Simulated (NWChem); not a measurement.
The numbers come from NWChem runs, not from measurements. System: H3Si, charge 0, spin multiplicity 2, at a geometry optimised with UPBE/def2-SVP. The structure started from a generated list of species. Its SCF solution wasn't tested for a lower state. Level: UMP2/def2-SVP, 5 core orbitals frozen.

The NWChem input:

```
start mol
memory heap 200 mb stack 900 mb global 1100 mb
geometry units angstroms nocenter noautoz
  Si    -0.000655     0.080401     0.000000
  H      1.437503    -0.363560     0.000000
  H     -0.714167    -0.381025     1.242320
  H     -0.714167    -0.381025    -1.242320
  symmetry group Cs
end
basis spherical
  * library def2-svp
end
scf
  uhf
  nopen 1
  maxiter 100
  thresh 1e-7
  semidirect memsize 60000000 filesize 0
  # guess.movecs holds the orbitals of an unrestricted PBE0 run
  vectors input guess.movecs output mol.movecs
end
mp2
  freeze core 5
end
task mp2 energy
```

NWChem printed:

```
             Northwest Computational Chemistry Package (NWChem) 7.3.0
             --------------------------------------------------------

                                NWChem Input Module
                                -------------------

 Scaling coordinates for geometry "geometry" by  1.889725989
 (inverse scale =  0.529177249)

 Turning off AUTOSYM since
 SYMMETRY directive was detected!

                             Geometry "geometry" -> ""
                             -------------------------

 Output coordinates in angstroms (scale by  1.889725989 to convert to a.u.)

  No.       Tag          Charge          X              Y              Z
 ---- ---------------- ---------- -------------- -------------- --------------
    1 Si                  14.0000    -0.00065500     0.08040100     0.00000000
    2 H                    1.0000     1.43750300    -0.36356000     0.00000000
    3 H                    1.0000    -0.71416700    -0.38102500     1.24232000
    4 H                    1.0000    -0.71416700    -0.38102500    -1.24232000

 Effective nuclear repulsion energy (a.u.)      15.4055166071

            Nuclear Dipole moment (a.u.)
            ----------------------------
        X                 Y               Z
 ---------------- ---------------- ----------------
    -0.0000018897     0.0000075589     0.0000000000

      Symmetry information
      --------------------

 Group name             Cs
 Group number              2
 Group order               2
 No. of unique centers     3

      Symmetry unique atoms

     1    2    3


 Summary of "ao basis" -> "" (spherical)
 ------------------------------------------------------------------------------
       Tag                 Description            Shells   Functions and Types
 ---------------- ------------------------------  ------  ---------------------
 *                          def2-svp                  on all atoms

 Summary of "ao basis" -> "ao basis" (spherical)
 ------------------------------------------------------------------------------
       Tag                 Description            Shells   Functions and Types
 ---------------- ------------------------------  ------  ---------------------
 Si                         def2-svp                 8       18   4s3p1d
 H                          def2-svp                 3        5   2s1p

                                 NWChem SCF Module
                                 -----------------

  ao basis        = "ao basis"
  functions       =    33
  atoms           =     4
  alpha electrons =     9
  beta  electrons =     8
  charge          =   0.00
  wavefunction    = UHF
  use symmetry    = T
  symmetry adapt  = T

 Summary of "ao basis" -> "ao basis" (spherical)
 ------------------------------------------------------------------------------
       Tag                 Description            Shells   Functions and Types
 ---------------- ------------------------------  ------  ---------------------
 Si                         def2-svp                 8       18   4s3p1d
 H                          def2-svp                 3        5   2s1p

      Symmetry analysis of basis
      --------------------------

        a'         22
        a"         11

 Forming initial guess at       0.0s

   Symmetry analysis of molecular orbitals - initial alpha
   -------------------------------------------------------

  Numbering of irreducible representations:

     1 a'          2 a"

  Orbital symmetries:

     1 a'          2 a'          3 a'          4 a"          5 a'
     6 a'          7 a"          8 a'          9 a'         10 a'
    11 a"         12 a'         13 a'         14 a"         15 a'
    16 a'         17 a"         18 a'         19 a'

   Symmetry analysis of molecular orbitals - initial beta
   ------------------------------------------------------

  Numbering of irreducible representations:

     1 a'          2 a"

  Orbital symmetries:

     1 a'          2 a'          3 a"          4 a'          5 a'
     6 a'          7 a"          8 a'          9 a'         10 a'
    11 a"         12 a'         13 a'         14 a"         15 a'
    16 a'         17 a"         18 a'         19 a'

 Starting SCF solution at       0.0s

 ----------------------------------------------
         Quadratically convergent UHF

 Convergence threshold     :          1.000E-07
 Maximum no. of iterations :          100
 Integral*density screening:          1.000E-09
 ----------------------------------------------

              iter       energy          gnorm     gmax       time
             ----- ------------------- --------- --------- --------
                 1     -290.5266522216  2.25D-01  5.31D-02      0.0
                 2     -290.5333861394  7.30D-03  3.10D-03      0.1
                 3     -290.5334120289  4.31D-05  1.63D-05      0.1
                 4     -290.5334120297  5.61D-09  1.85D-09      0.1

       Final UHF  results
       ------------------

         Total SCF energy =   -290.533412029712
      One electron energy =   -432.910890966085
      Two electron energy =    126.971962329228
 Nuclear repulsion energy =     15.405516607145

                       Sz =      0.5000
                 Sz(Sz+1) =      0.7500
                      S^2 =      0.7541

        Time for solution =      0.1s

       Symmetry analysis of molecular orbitals - alpha
       -----------------------------------------------

  Numbering of irreducible representations:

     1 a'          2 a"

  Orbital symmetries:

     1 a'          2 a'          3 a'          4 a'          5 a"
     6 a'          7 a"          8 a'          9 a'         10 a'
[...]
     4      2.031399  1 Si s                 20     -1.199521  2 H  s
    25     -1.199454  3 H  s                 30     -1.199454  4 H  s
    12     -0.916584  1 Si py                 3      0.558047  1 Si s
     2      0.279058  1 Si s

                     UHF Final Beta Molecular Orbital Analysis
                     -----------------------------------------

 Vector    6  Occ=1.000000D+00  E=-6.780154D-01  Symmetry=a'
              MO Center=  1.9D-03, -2.3D-01, -2.1D-17, r^2= 1.8D+00
   Bfn.  Coefficient  Atom+Function         Bfn.  Coefficient  Atom+Function
  ----- ------------  ---------------      ----- ------------  ---------------
     3      0.547926  1 Si s                  2      0.349549  1 Si s
    19      0.201904  2 H  s                 24      0.201908  3 H  s
    29      0.201908  4 H  s

 Vector    7  Occ=1.000000D+00  E=-4.815934D-01  Symmetry=a"
              MO Center= -5.1D-01, -2.5D-01, -8.4D-11, r^2= 2.2D+00
   Bfn.  Coefficient  Atom+Function         Bfn.  Coefficient  Atom+Function
  ----- ------------  ---------------      ----- ------------  ---------------
    24      0.323798  3 H  s                 29     -0.323798  4 H  s
    10      0.288011  1 Si pz                25      0.205061  3 H  s
    30     -0.205061  4 H  s                 13      0.183725  1 Si pz
     7     -0.161512  1 Si pz

 Vector    8  Occ=1.000000D+00  E=-4.815895D-01  Symmetry=a'
              MO Center=  5.2D-01, -2.4D-01,  8.4D-11, r^2= 2.2D+00
   Bfn.  Coefficient  Atom+Function         Bfn.  Coefficient  Atom+Function
  ----- ------------  ---------------      ----- ------------  ---------------
    19      0.373890  2 H  s                  8      0.288000  1 Si px
    20      0.236788  2 H  s                 24     -0.186943  3 H  s
    29     -0.186943  4 H  s                 11      0.183720  1 Si px
     5     -0.161506  1 Si px

 Vector    9  Occ=0.000000D+00  E= 4.923418D-02  Symmetry=a'
              MO Center= -4.5D-03,  5.5D-01,  5.2D-17, r^2= 2.7D+00
   Bfn.  Coefficient  Atom+Function         Bfn.  Coefficient  Atom+Function
  ----- ------------  ---------------      ----- ------------  ---------------
    12      0.696939  1 Si py                 4      0.494094  1 Si s
     9      0.214380  1 Si py                 6     -0.156361  1 Si py
     3      0.152907  1 Si s

 Vector   10  Occ=0.000000D+00  E= 1.942498D-01  Symmetry=a'
              MO Center= -1.2D-01,  1.2D-01,  7.7D-11, r^2= 4.0D+00
   Bfn.  Coefficient  Atom+Function         Bfn.  Coefficient  Atom+Function
  ----- ------------  ---------------      ----- ------------  ---------------
    11      1.677154  1 Si px                20     -1.385914  2 H  s
    25      0.693057  3 H  s                 30      0.693057  4 H  s

 Vector   11  Occ=0.000000D+00  E= 1.942537D-01  Symmetry=a"
              MO Center=  1.2D-01,  1.2D-01, -7.7D-11, r^2= 4.0D+00
   Bfn.  Coefficient  Atom+Function         Bfn.  Coefficient  Atom+Function
  ----- ------------  ---------------      ----- ------------  ---------------
    13      1.677255  1 Si pz                25     -1.200332  3 H  s
    30      1.200332  4 H  s

 center of mass
 --------------
 x =  -0.00055375 y =   0.06796556 z =   0.00000000

 moments of inertia (a.u.)
 ------------------
          13.132465494333          -0.073688439801           0.000000000000
          -0.073688439801          22.217435513760           0.000000000000
           0.000000000000           0.000000000000          13.131656388094

  Mulliken analysis of the total density
  --------------------------------------

    Atom       Charge   Shell Charges
 -----------   ------   -------------------------------------------------------
    1 Si  14    13.63   2.00  1.99  0.97  0.30  5.94  1.18  1.12  0.14
    2 H    1     1.12   0.72  0.39  0.01
    3 H    1     1.12   0.72  0.39  0.01
    4 H    1     1.12   0.72  0.39  0.01

  Mulliken analysis of the alpha density
  --------------------------------------

    Atom       Charge   Shell Charges
 -----------   ------   -------------------------------------------------------
    1 Si  14     7.34   1.00  1.00  0.53  0.22  2.97  0.74  0.81  0.07
    2 H    1     0.55   0.36  0.19  0.01
    3 H    1     0.55   0.36  0.19  0.01
    4 H    1     0.55   0.36  0.19  0.01

   Mulliken analysis of the beta density
   -------------------------------------

    Atom       Charge   Shell Charges
 -----------   ------   -------------------------------------------------------
    1 Si  14     6.29   1.00  1.00  0.44  0.08  2.97  0.43  0.30  0.07
    2 H    1     0.57   0.36  0.20  0.01
    3 H    1     0.57   0.36  0.20  0.01
    4 H    1     0.57   0.36  0.20  0.01

   Mulliken analysis of the spin density
   -------------------------------------

    Atom       Charge   Shell Charges
 -----------   ------   -------------------------------------------------------
    1 Si  14     1.05   0.00  0.00  0.09  0.14  0.00  0.31  0.51 -0.00
    2 H    1    -0.02  -0.00 -0.02  0.00
    3 H    1    -0.02  -0.00 -0.02  0.00
    4 H    1    -0.02  -0.00 -0.02  0.00

       Multipole analysis of the density wrt the origin
       ------------------------------------------------

     L   x y z        total         alpha         beta         nuclear
     -   - - -        -----         -----         ----         -------
     0   0 0 0     -0.000000     -9.000000     -8.000000     17.000000

     1   1 0 0     -0.000612      0.004326     -0.004937     -0.000002
     1   0 1 0      0.073089     -0.533296      0.606377      0.000008
     1   0 0 1     -0.000000     -0.000000     -0.000000      0.000000

     2   2 0 0    -12.275872    -12.489232    -10.808694     11.022054
     2   1 1 0     -0.001279     -0.024120     -0.051705      0.074546
     2   1 0 1      0.000000      0.000000      0.000000      0.000000
     2   0 2 0    -12.117035     -9.513184     -4.435937      1.832086
     2   0 1 1     -0.000000     -0.000000     -0.000000      0.000000
     2   0 0 2    -12.275867    -12.489529    -10.809207     11.022868

                   NWChem MP2 Semi-direct Energy/Gradient Module
                   ---------------------------------------------

  Basis functions       =     33
  Molecular orbitals    =     33
  Frozen core           =      5
  Frozen virtuals       =      0
  Active alpha occupied =      4
  Active beta occupied  =      3
  Active alpha virtual  =     24
  Active beta virtual   =     25
  Use MO symmetry       = T
  Use skeleton AO sym   = T

  AO/Fock/Back tols     =   1.0D-09  1.0D-09  1.0D-09

 GA uses MA = F    GA memory limited = T

 Available:
  local mem=  1.26D+08
 global mem=  1.44D+08
 local disk=  0.00D+00
  mp2_memr nvloc                    24
  nvloc new                    24
   1 passes of   4:        2097152                       4669                    185025.
   1 passes of   4: M    126154906           G      144177022           F     124057754.

 Semi-direct pass number   1 of   1  for UHF alpha       at        0.1s
  vrange nnbf                   561
  mp2_eaftype                    10  avail_ma_in_mb                  1099
 EAF : mp2_eaftype filesize          10      92512.
  mp2_eaf for mointskh                     10
Node 0 wrote      0.4 Mb in      0.0 s     Agg I/O rate:  2948.5 Mb/s
 Done moints_semi at        0.2s
  mp2_eaftype                    10  avail_ma_in_mb                  1089
 EAF : mp2_eaftype filesize          10      92512.
  mp2_eaf for kh                    10
 Done maket at        0.2s
 Done multipass loop at        0.2s

 GA uses MA = F    GA memory limited = T

 Available:
  local mem=  1.26D+08
 global mem=  1.44D+08
 local disk=  0.00D+00
  mp2_memr nvloc                    25
  nvloc new                    25
   1 passes of   3:        2097152                       4134                    144969.
   1 passes of   3: M    126154906           G      144177022           F     124057754.

 Semi-direct pass number   1 of   1  for UHF beta        at        0.2s
  vrange nnbf                   561
  mp2_eaftype                    10  avail_ma_in_mb                  1099
 EAF : mp2_eaftype filesize          10      72485.
  mp2_eaf for mointskh                     10
Node 0 wrote      0.3 Mb in      0.0 s     Agg I/O rate:  2892.2 Mb/s
 Done moints_semi at        0.2s
  mp2_eaftype                    10  avail_ma_in_mb                  1089
 EAF : mp2_eaftype filesize          10      72485.
  mp2_eaf for kh                    10
 Done maket at        0.2s
 Done multipass loop at        0.2s

          -------------------------------------------
          SCF energy                -290.533412029712
          Correlation energy          -0.093648429881
          Singlet pairs                0.000000000000
          Triplet pairs                0.000000000000
          Total MP2 energy          -290.627060459593
          -------------------------------------------

          ---------------------------------------------------
                    Spin Component Scaled (SCS) MP2
          Same spin pairs                     -0.011274638208
          Same spin scaling factor             0.333333333333
          Opposite spin pairs                 -0.082373791672
          Opposite spin scaling fact.          1.200000000000
          SCS-MP2 correlation energy          -0.102606762743
          Total SCS-MP2 energy              -290.636018792455
          ---------------------------------------------------

 -----------------------
 Performance information
 -----------------------

 Timer overhead =  1.52D-07 seconds/call

               Nr. of calls         CPU time (s)                 Wall time (s)                GFlops
             ---------------    -------------------     ------------------------------   -------------------
Name         Min   Avg   Max    Min     Avg     Max     Min     Avg     Max   Mx/calls   Min     Max     Sum
mp2: moin     2     2     2   0.12    0.12    0.12     0.12    0.12    0.12    6.17E-2   0.0     0.0     0.0
mp2: make     2     2     2   5.71E-3 5.71E-3 5.71E-3  5.71E-3 5.71E-3 5.71E-3 2.86E-3   0.0     0.0     0.0
mp2: tota     1     1     1   0.14    0.14    0.14     0.14    0.14    0.14    0.14      0.0     0.0     0.0

 The average no. of pstat calls per process was 5.00D+00
 with a timing overhead of 7.62D-07s

 Task  times  cpu:        0.2s     wall:        0.2s

 Total times  cpu:        0.2s     wall:        0.2s
```
